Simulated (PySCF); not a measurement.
Compound: C4H7NO.
Structure used (GFN2-xTB), in Å, numbered top down from 1:
```
atom  x, y, z in Å
C1     1.3630   -0.5935   -0.4769
C2     0.6535    0.6629   -0.0994
N3     1.2709    1.7615   -0.1258
C4    -0.8080    0.6097    0.3134
C5    -1.4860   -0.7306    0.3293
O6    -1.3703    1.6378    0.6118
H7     0.8773   -1.0658   -1.3282
H8     2.3889   -0.3526   -0.7395
H9     1.3608   -1.2975    0.3527
H10    0.6932    2.5581    0.1502
H11   -0.9698   -1.4007    1.0138
H12   -2.5201   -0.6153    0.6451
H13   -1.4577   -1.1736   -0.6641
```

Jobs on this species (13 atoms, 46 electrons) with PySCF (density fitting). Hardware of each: an Intel Xeon Platinum 8488C with one thread (shared host). Other jobs ran on the host; a repeat could differ by tens of per cent or more. Peak memory is the resident size of the whole Python process, interpreter and libraries included.

```json
{"level and settings": "HSE06/aug-pcSseg-1", "work": "25 singlets by TDA, 5 Tamm–Dancoff triplets, polarisability, density and orbital grids written", "basis functions": "219", "SCF cycles": "?", "wall time": "?", "peak memory": "?"}
{"level and settings": "PBE0/pcSseg-1", "work": "shieldings, charges and field gradients", "basis functions": "137", "SCF cycles": "?", "wall time": "?", "peak memory": "?"}
{"level and settings": "PBE0/def2-SVPD, energy threshold 1e-08 Eh", "work": "3 singlets by TDA, 5 Tamm–Dancoff triplets, polarisability", "basis functions": "179", "SCF cycles": "?", "wall time": "?", "peak memory": "?"}
{"level and settings": "PBE0/pcSseg-1", "work": "shieldings, charges and field gradients, density and orbital grids written", "basis functions": "137", "SCF cycles": "15", "wall time": "19 s", "peak memory": "0.65 GiB"}
{"level and settings": "X3LYP/3-21G", "work": "spin–spin couplings from 12 perturbed nuclei, spin–dipole term for 1 of them", "basis functions": "68", "SCF cycles": "14", "wall time": "6.7 s", "peak memory": "0.44 GiB"}
{"level and settings": "PBE0/def2-SVPD", "work": "6 singlets by full TDDFT, 2 Tamm–Dancoff triplets, polarisability", "basis functions": "179", "SCF cycles": "14", "wall time": "21 s", "peak memory": "0.74 GiB"}
{"level and settings": "HSE06/6-31++G**, IEF-PCM cyclohexane, start guess huckel", "work": "shieldings, charges and field gradients", "basis functions": "150", "SCF cycles": "16", "wall time": "32 s", "peak memory": "0.83 GiB"}
{"level and settings": "B97-D/pcSseg-1", "work": "shieldings, charges and field gradients", "basis functions": "137", "SCF cycles": "16", "wall time": "23 s", "peak memory": "0.63 GiB"}
{"level and settings": "HCTH407/6-311+G(2d,p), IEF-PCM chloroform, grid level 1, start guess sap", "work": "spin–spin couplings from 12 perturbed nuclei, spin–dipole term for 1 of them", "basis functions": "204", "SCF cycles": "16", "wall time": "16 s", "peak memory": "0.79 GiB"}
```

Q: Fill in the missing figures.

A: 
- HSE06/aug-pcSseg-1; 25 singlets by TDA, 5 Tamm–Dancoff triplets, polarisability, density and orbital grids written: 60 s, 0.94 GiB, 16 SCF cycles
- PBE0/pcSseg-1; shieldings, charges and field gradients: 15 s, 0.65 GiB, 15 SCF cycles
- PBE0/def2-SVPD, energy threshold 1e-08 Eh; 3 singlets by TDA, 5 Tamm–Dancoff triplets, polarisability: 22 s, 0.71 GiB, 10 SCF cycles

Q: What do all jobs in the table cost together?

A: About 3.6 min; the longest takes about 28 % of that, and about 9 times as long as the shortest.

The pairwise dispersion term of B97-D wasn't added to the energies; at a given geometry it leaves orbitals and properties as they are.
